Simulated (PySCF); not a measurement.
Homolysis of single bonds, series In F-H. Gas-phase values, no solvent. Strings in code marks are SMILES.

Method: B3LYP-D3(BJ)/def2-TZVP (PySCF 2.14.0). B3LYP has the VWN-RPA correlation part, as in Gaussian. 

```csv
species,dipole moment (D)
radical fragment (`[F]`),0.00
radical fragment (`[F][In][F]`),3.24
whole molecule (`[F][InH][F]`),___
radical fragment (`[F][InH]`),3.09
radical fragment (`[InH2]`),0.55
whole molecule (`[InH3]`),0.00
```

What belongs in the gaps?


- whole molecule (`[F][InH][F]`), dipole moment (D): 3.60
